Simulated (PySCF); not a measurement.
# Single point on ClF⁺

State: ⁴Σ⁻ (quartet), unpaired electrons σ ↑, π ↑↑, a second solution, started from another occupation.

An equivalent input (the run itself took its basis sets from the Basis Set Exchange, started from a PBE0 density and held the occupation σ 8α 7β, πx 3α 2β, πy 3α 2β):

```python
from pyscf import gto, dft
mol = gto.M(atom='Cl 0 0 0; F 0 0 1.528', basis={'Cl': 'def2-TZVPPD', 'F': 'def2-TZVPPD'},
            charge=1, spin=3, verbose=4, symmetry='C2v')
mf = dft.UKS(mol, xc='PBE0')
mf.grids.atom_grid = (80, 434)
mf.grids.prune = dft.gen_grid.treutler_prune
mf.irrep_nelec = {'A1': (8, 7), 'B1': (3, 2), 'B2': (3, 2)}
mf.conv_tol = 1e-9
mf.max_cycle = 60
mf.diis_space = 10
mf.kernel()
```

The log (some set-up lines and the per-cycle HOMO/LUMO lines removed):

```
******** <class 'pyscf.dft.uks_symm.SymAdaptedUKS'> ********
method = SymAdaptedUKS
damping factor = 0
level_shift factor = 0
DIIS = <class 'pyscf.scf.diis.CDIIS'>
diis_start_cycle = 1
diis_space = 10
diis_damp = 0
SCF conv_tol = 1e-09
SCF conv_tol_grad = None
SCF max_cycles = 60
number electrons alpha = 14  beta = 11
Set gradient conv threshold to 3.16228e-05
init E= -559.214135312126
cycle= 1 E= -559.188034423785  delta_E= 0.0261  |g|= 0.0188  |ddm|= 0.0431
cycle= 2 E= -559.187472110753  delta_E= 0.000562  |g|= 0.0464  |ddm|= 0.032
cycle= 3 E= -559.188212929926  delta_E= -0.000741  |g|= 0.00446  |ddm|= 0.0193
cycle= 4 E= -559.188219123347  delta_E= -6.19e-06  |g|= 0.00226  |ddm|= 0.00331
cycle= 5 E= -559.188220897982  delta_E= -1.77e-06  |g|= 0.000217  |ddm|= 0.00142
cycle= 6 E= -559.188220943327  delta_E= -4.53e-08  |g|= 0.00012  |ddm|= 0.00032
cycle= 7 E= -559.188220948388  delta_E= -5.06e-09  |g|= 3.68e-05  |ddm|= 9.11e-05
cycle= 8 E= -559.188220948883  delta_E= -4.94e-10  |g|= 7.05e-06  |ddm|= 1.93e-05
Extra cycle  E= -559.188220948818  delta_E= 6.47e-11  |g|= 1.56e-05  |ddm|= 9.53e-06
converged SCF energy = -559.188220948818  <S^2> = 3.7562705  2S+1 = 4.003134
```

A point of this curve took 2.2 CPU seconds beside 0.23 for the integrals, on Arm Neoverse V2 (shared host).
